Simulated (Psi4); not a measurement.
# BH2Cl (SMILES [H]B([H])Cl) at 4 levels

We compute a comparison of 4 runs (HF/def2-SVP, wB97X/3-21G, MP2.5/def2-SVP) of BH2Cl. 

Program for the calculation: Psi4 1.11.

1 further run of the same task is left out (set aside as unsound or not needed).

## (1) Starting point

BH2Cl: 4 atoms, total charge 0, spin state singlet. As SMILES, `[H]B([H])Cl`. The coordinates come from a GFN2-xTB relaxation.

Bond lengths: B1–Cl4 1.673 Å, B1–H2 1.172 Å, B1–H3 1.172 Å. Angles: H2–B1–Cl4 119.1°, H3–B1–Cl4 119.0°, H2–B1–H3 121.9°.

## (2) Energy and forces at HF/def2-SVP (run 1)

The input, bclh2.xyz:

```xyz
4
BClH2
B      0.069310     0.114420    -0.000410
H      1.240090     0.070720     0.015540
H     -0.512130     1.131590    -0.018950
Cl    -0.797280    -1.316740     0.003830
```

The input, run_ase.py:

```python
import numpy as np
from ase.calculators.psi4 import Psi4
from ase.io import read

a = read('bclh2.xyz')
calc = Psi4(atoms=a, method='scf', basis='def2-SVP', memory='1600MB', num_threads=1, charge=0, multiplicity=1, label='calc')
calc.psi4.set_options({'puream': True, 'e_convergence': 1e-09, 'd_convergence': 1e-08, 'scf_type': 'pk'})
a.calc = calc

forces = a.get_forces()
print(f'energy: {a.get_potential_energy():.6f} eV')
print('forces / eV A^-1')
print(np.round(forces, 5))
```

Launch:

```sh
python run_ase.py
```

calc.dat:

```text
[...]
  Running in c1 symmetry.
[...]
  Nuclear repulsion =   38.958045577157094
[...]
  Multiplicity = 1
[...]
  Nalpha       = 12
  Nbeta        = 12
[...]
    Number of basis functions: 42
[...]
   @RHF iter   1:  -485.19206627300429   -4.10754e-01   2.26735e-03 DIIS/ADIIS
[...]
   @RHF iter  10:  -485.20127242243581   -5.11591e-13   2.57718e-09 DIIS
[...]
  @RHF Final Energy:  -485.20127242243581
   => Energetics <=
    Nuclear Repulsion Energy =             38.9580455771570939
    One-Electron Energy =                -746.2763339453841809
    Two-Electron Energy =                 222.1170159457912519
    Total Energy =                       -485.2012724224358067
[...]
 Multipole Moments:
 ------------------------------------------------------------------------------------
     Multipole            Electronic (a.u.)      Nuclear  (a.u.)        Total (a.u.)
 ------------------------------------------------------------------------------------
 L = 1.  Multiply by 2.5417464519 to convert [e a0] to [Debye]
 Dipole X            :         -1.2457600            1.3494151            0.1036551
 Dipole Y            :         -2.0576120            2.2287107            0.1710987
 Dipole Z            :          0.0057277           -0.0063272           -0.0005995
 Magnitude           :                                                    0.2000488
[...]
  -Total Gradient:
     Atom            X                  Y                   Z
    ------   -----------------  -----------------  -----------------
       1       -0.018234623268    -0.030185178001     0.000066707456
       2       -0.011971812032    -0.000115407717    -0.000147192927
       3        0.005425262023    -0.010629284123     0.000195040742
       4        0.024781173275     0.040929869838    -0.000114555271
[...]
```

Standard output:

```text
energy: -13202.999123 eV
forces / eV A^-1
[[ 0.93766  1.55218 -0.00343]
 [ 0.61562  0.00593  0.00757]
 [-0.27898  0.54658 -0.01003]
 [-1.2743  -2.1047   0.00589]]
```

It took 1.6 s on 1 thread of Intel Xeon 6975P-C (Granite Rapids), shared host; peak memory 0.2 GiB.

## (3) Energy and gradient at wB97X/3-21G (run 2)

The input, bclh2.py:

```python
import psi4

psi4.set_memory('1600 MB')
psi4.set_num_threads(1)
psi4.set_output_file('psi4.out', False)

m = psi4.geometry("""
0 1
B      0.069310     0.114420    -0.000410
H      1.240090     0.070720     0.015540
H     -0.512130     1.131590    -0.018950
Cl    -0.797280    -1.316740     0.003830
symmetry c1
""")

options = {'basis': '3-21G', 'puream': True, 'e_convergence': 1e-09, 'd_convergence': 1e-08, 'scf_type': 'pk', 'dft_radial_points': 99, 'dft_spherical_points': 590}
psi4.set_options(options)

energy_value, wavefunction = psi4.gradient("wb97x", return_wfn=True)
print('gradient / Eh bohr^-1')
print(energy_value.np.round(6))
print(f'energy = {wavefunction.energy():.10f} Eh')
```

Launch:

```sh
python bclh2.py
```

psi4.out:

```text
[...]
  Running in c1 symmetry.
[...]
  Nuclear repulsion =   38.958045577157094
[...]
  Multiplicity = 1
[...]
  Nalpha       = 12
  Nbeta        = 12
[...]
    Number of basis functions: 26
[...]
   @RKS iter   1:  -483.87037310337837   -3.45763e-01   4.07823e-03 ADIIS/DIIS
[...]
   @RKS iter   9:  -483.87699309545093   -3.80851e-12   6.67162e-09 DIIS
[...]
    Orbital Energies [Eh]
    ---------------------
    Doubly Occupied:
       1A   -100.804708     2A     -9.496952     3A     -7.266039
       4A     -7.260843     5A     -7.256815     6A     -6.866259
       7A     -1.008066     8A     -0.645823     9A     -0.538073
      10A     -0.517106    11A     -0.476583    12A     -0.408279
[...]
  @RKS Final Energy:  -483.87699309545093
   => Energetics <=
    Nuclear Repulsion Energy =             38.9580455771570939
    One-Electron Energy =                -743.8172588783853598
    Two-Electron Energy =                 245.7062552618027382
    DFT Exchange-Correlation Energy =     -24.7240350560253752
    Empirical Dispersion Energy =           0.0000000000000000
    VV10 Nonlocal Energy =                  0.0000000000000000
    Total Energy =                       -483.8769930954508709
[...]
  -Total Gradient:
     Atom            X                  Y                   Z
    ------   -----------------  -----------------  -----------------
       1       -0.024000648361    -0.039704715990     0.000097514654
       2       -0.010362491938     0.000450068684    -0.000133177530
       3        0.005181335621    -0.008942298321     0.000172583205
       4        0.029064285342     0.048002919221    -0.000136335885
[...]
```

On the terminal:

```text
gradient / Eh bohr^-1
[[-2.4001e-02 -3.9705e-02  9.8000e-05]
 [-1.0362e-02  4.5000e-04 -1.3300e-04]
 [ 5.1810e-03 -8.9420e-03  1.7300e-04]
 [ 2.9064e-02  4.8003e-02 -1.3600e-04]]
energy = -483.8769930955 Eh
```

Wall time 3.6 s (1 thread of Intel Xeon 6975P-C (Granite Rapids), shared host); peak memory 0.35 GiB.

Run 3 isn't shown in full; the table further down has it.

## (4) The energy at MP2.5/def2-SVP (DKH2) (run 4)

The input, bclh2.py:

```python
import psi4

psi4.set_memory('1600 MB')
psi4.set_num_threads(1)
psi4.core.set_output_file('run.log', False)

m = psi4.geometry("""
0 1
B      0.069310     0.114420    -0.000410
H      1.240090     0.070720     0.015540
H     -0.512130     1.131590    -0.018950
Cl    -0.797280    -1.316740     0.003830
units angstrom
""")

psi4.set_options({
    'basis': 'def2-SVP',
    'scf_type': 'direct',
    'mp_type': 'conv',
    'relativistic': 'dkh',
    'dkh_order': 2,
})

e, wfn = psi4.energy("mp2.5", return_wfn=True)
print(f'total energy {e:.8f} hartree = {e * 27.211386:.5f} eV')
```

Launch:

```sh
python bclh2.py
```

run.log:

```text
[...]
  Running in c1 symmetry.
[...]
  Nuclear repulsion =   38.958045577157094
[...]
  Multiplicity = 1
[...]
  Nalpha       = 12
  Nbeta        = 12
[...]
    Number of basis functions: 42
[...]
   @DF-RHF iter   1:  -486.42322695604389   -4.16093e-01   2.30401e-03 ADIIS/DIIS
[...]
   @RHF iter  15:  -486.43244818102045   -1.25056e-12   6.90242e-09 DIIS
[...]
  @RHF Final Energy:  -486.43244818102045
   => Energetics <=
    Nuclear Repulsion Energy =             38.9580455771570939
    One-Electron Energy =                -747.6853684611760400
    Two-Electron Energy =                 222.2948747029984702
    Total Energy =                       -486.4324481810204475
[...]
 Multipole Moments:
 ------------------------------------------------------------------------------------
     Multipole            Electronic (a.u.)      Nuclear  (a.u.)        Total (a.u.)
 ------------------------------------------------------------------------------------
 L = 1.  Multiply by 2.5417464519 to convert [e a0] to [Debye]
 Dipole X            :         -1.2467913            1.3494151            0.1026238
 Dipole Y            :         -2.0593152            2.2287107            0.1693955
 Dipole Z            :          0.0057330           -0.0063272           -0.0005942
 Magnitude           :                                                    0.1980577
[...]
	SCS-MP2 Total Energy (a.u.)        :  -486.66585562578223
	SOS-MP2 Total Energy (a.u.)        :  -486.66582502535351
	SCSN-MP2 Total Energy (a.u.)       :  -486.52739665421331
[...]
	SOS-PI-MP2 Total Energy (a.u.)     :  -486.68377709030221
[...]
	MP2 Total Energy (a.u.)            :  -486.66591682663972
[...]
```

Standard output:

```text
total energy -486.67756514 hartree = -13243.17108 eV
```

Wall time 1.9 s (1 thread of Intel Xeon 6975P-C (Granite Rapids), shared host); peak memory 0.2 GiB.

## (5) Overview of the runs

| run | level | integration grid | task | energy (Eh) | HOMO energy (eV) | LUMO energy (eV) | HOMO–LUMO gap (eV) | wall time |
| --- | --- | --- | --- | --- | --- | --- | --- | --- |
| 1 | HF/def2-SVP | – | gradient | -485.201272 | -11.79 | 2.26 | 14.06 | 1.6 s |
| 2 | wB97X/3-21G | 99 radial × 590 angular | gradient | -483.876993 | -11.11 | 0.58 | 11.69 | 3.6 s |
| 3 | MP2.5/def2-SVP | – | energy | -485.446542 | -11.79 | 2.26 | 14.06 | 1.7 s |
| 4 | MP2.5/def2-SVP (DKH2) | – | energy | -486.677565 | -11.79 | 2.27 | 14.06 | 1.9 s |

## (6) Results

| quantity | value |
| --- | --- |
| run 4: total energy | -486.67757 Eh |
| run 4: HOMO energy (Hartree–Fock orbitals) | -11.79 eV |
| run 4: LUMO energy (Hartree–Fock orbitals) | 2.27 eV |
| run 4: HOMO–LUMO gap (Hartree–Fock orbitals) | 14.06 eV |
| run 4: correlation energy | -245.1 mEh |

What this shows: Some runs of one species differ in core potentials or relativity; totals across that change don't compare. All runs together took 8.9 s, the longest 3.6 s.
